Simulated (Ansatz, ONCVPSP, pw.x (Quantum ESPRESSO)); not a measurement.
**What a changed setting does to a pw.x run (bcc Fe)**

Potential: optimised norm-conserving Vanderbilt (ONCV), ONCVPSP 4.0.1.1 (patched build), PBE; core [Ne], reference 3s2 3p6 3d7 4s1; waves: 3s+4s: rc 1.15 bohr, ncon 4, nbas 7, qcut 11.5 1/bohr, 2 projectors; 3p: rc 1.25 bohr, ncon 4, nbas 8, qcut 8.9 1/bohr, 1 projector; 3d: rc 1.50 bohr, ncon 4, nbas 9, qcut 9.9 1/bohr, 2 projectors, debl 3 Ha; f scattering state at 0.06 Ha: rc 1.20 bohr, ncon 4, nbas 7, qcut 10.4 1/bohr, 1 projector; local part: polynomial inside 1.10 bohr (lpopt 5, dvloc0 0 Ha); core correction: Teter function, fcfact 4, rcfact 1.3.

The reference run (k-mesh 17³, cutoffs 125/500 Ry, Fermi–Dirac 0.01 Ry, mixing_beta 0.4, conv_thr 1e-9, no spin) gives -0.11 GPa at 10.545 Å³/atom, where all-electron LAPW gives 0.48 GPa. This run, with its own iteration cap, changes conv_thr to 1e-12.

```
&control
  calculation='scf', prefix='x', pseudo_dir='./', outdir='./tmp', tstress=.true., disk_io='none'
/
&system
  ibrav=0, nat=1, ntyp=1, ecutwfc=125, ecutrho=500, nbnd=16,
  occupations='smearing', smearing='fd', degauss=0.01
/
&electrons
  conv_thr=1e-12, mixing_beta=0.4, electron_maxstep=60
/
ATOMIC_SPECIES
Fe 1.0 Fe.UPF
CELL_PARAMETERS angstrom
  -1.38142994 1.38142994 1.38142994
  1.38142994 -1.38142994 1.38142994
  1.38142994 1.38142994 -1.38142994
ATOMIC_POSITIONS crystal
Fe 0.0000 0.0000 0.0000
K_POINTS automatic
17 17 17 0 0 0
```

```bash
pw.x < Fe.scf.in > Fe.scf.out
```

Problem. How does the run end?

Solution. It converges in 12 iterations; the free energy moves by +0.0 meV/atom and the pressure by +0.01 GPa. The result is that of the reference run.

```
Message from routine setup:
     using ibrav=0 with symmetry is DISCOURAGED, use correct ibrav instead
     lattice parameter (alat)  =       4.5216  a.u.
     unit-cell volume          =      71.1612 (a.u.)^3
     number of electrons       =        16.00
     number of Kohn-Sham states=           16
     kinetic-energy cutoff     =     125.0000  Ry
     charge density cutoff     =     500.0000  Ry
     scf convergence threshold =      1.0E-12
     Exchange-correlation= PBE
     number of k points=   165  Fermi-Dirac smearing, width (Ry)=  0.0100
     iteration #  1     ecut=   125.00 Ry     beta= 0.40
     total energy              =    -248.08196017 Ry
     estimated scf accuracy    <       0.39141812 Ry
     iteration #  2     ecut=   125.00 Ry     beta= 0.40
     total energy              =    -248.17638687 Ry
     estimated scf accuracy    <       0.03567690 Ry
     iteration #  3     ecut=   125.00 Ry     beta= 0.40
     total energy              =    -248.18262031 Ry
     estimated scf accuracy    <       0.00236065 Ry
     [... 6 iterations left out ...]
     iteration # 10     ecut=   125.00 Ry     beta= 0.40
     total energy              =    -248.18287688 Ry
     estimated scf accuracy    <          9.3E-11 Ry
     iteration # 11     ecut=   125.00 Ry     beta= 0.40
     total energy              =    -248.18287688 Ry
     estimated scf accuracy    <          1.1E-11 Ry
     iteration # 12     ecut=   125.00 Ry     beta= 0.40
     the Fermi energy is    20.4125 ev
!    total energy              =    -248.18287688 Ry
     estimated scf accuracy    <          4.6E-13 Ry
     smearing contrib. (-TS)   =      -0.01362352 Ry
     The total energy is F=E-TS. E is the sum of the following terms:
     one-electron contribution =     -97.29719838 Ry
     hartree contribution      =      59.16049876 Ry
     xc contribution           =     -31.59257867 Ry
     ewald contribution        =    -178.43997507 Ry
     convergence has been achieved in  12 iterations
          total   stress  (Ry/bohr**3)                   (kbar)     P=       -0.97
     Message from routine punch:
     Nothing written, as per user request (disk_io='none')
```

The run took about 67 s on one core of a shared host (Neoverse-V2, 96 threads, 742 GiB, load 50).
